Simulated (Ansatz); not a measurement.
**H3S, doublet: the ladder up to UCCSDT(Q)**

Geometry: that of the H3S⁻, singlet, kept fixed.

```yaml
atoms:
  - { symbol: S, position_ang: [0.0000, -0.0470, 0.0142] }
  - { symbol: H, position_ang: [0.0000, 0.0596, -1.8788] }
  - { symbol: H, position_ang: [0.0000, 1.2756, -0.1011] }
  - { symbol: H, position_ang: [0.0000, 0.1591, 1.5270] }
```

Basis aug-cc-pVDZ; Ansatz 0.2.0. Only valence electrons are correlated (noble-gas cores frozen), which leaves 9 electrons in 49 orbitals. R marks a restricted (for open shells ROHF) determinant, U an unrestricted one. Active spaces: valence = (9e, 7o) chosen from the atoms' valence shells.

Full CI isn't at hand for all of this; UCCSDT(Q) serves as the reference, and is uncertain by about the last step of the cluster series. The frozen core follows each run's orbitals, which can shift R against U totals by a few meV.

For open shells CISD is restricted-active-space CI with the open shells as a complete middle space.

```
UHF ⟨S²⟩                          : 0.798
T1 diagnostic (RCCSD)             : 0.0327
largest doubles amplitude (RCCSD) : 0.043
T1 diagnostic (UCCSD)             : 0.0195
```

```
                     level  E − E(UCCSDT(Q)) (kcal/mol)  share of correlation (%)     wall time
                       RHF                       126.73                      0.00             –
                       UHF                       123.41                      2.62             –
                      RMP2                        21.65                     82.92             –
                      UMP2                        21.31                     83.19             –
                      CISD                        12.18                     90.39         1.8 s
                     RCCSD                         4.62                     96.35             –
                     UCCSD                         4.53                     96.43             –
                  RCCSD(T)                         0.78                     99.38         4.2 s
                  UCCSD(T)                         0.76                     99.40           4 s
                   BCCD(T)                         0.75                     99.41           2 s
                    RCCSDT                         0.25                     99.80             –
                    UCCSDT                         0.24                     99.81             –
                 RCCSDT(Q)                         0.01                    100.00  3.7 s (H100)
    CASSCF (valence space)                        98.52                     22.26             –
    NEVPT2 (valence space)                        22.71                     82.08         1.4 s
NEVPT4(SD) (valence space)                         2.84                     97.76  2.2 s (H100)
    MRCISD (valence space)                         7.29                     94.25             –
  MRCISD+Q (valence space)                         0.79                     99.38  1.7 s (H100)
```

The correlation energy at UCCSDT(Q), counted from RHF, is -5.496 eV. That run took 3.3 s on 2 threads of AMD EPYC 7R13 with a shared H100 80 GB, shared host.

Times hold each run's SCF and search for its determinant on a shared host, so for small cases they say little of a method's own cost; rows without a card ran on 1 thread of AMD EPYC 7R13. Some runs computed forces too.

Natural occupations of CASSCF (valence space) about the gap: 1.999 1.996 1.976 1.950 1.002 0.053 0.025; effectively unpaired electrons, Σ n²(2−n)², 1.02.
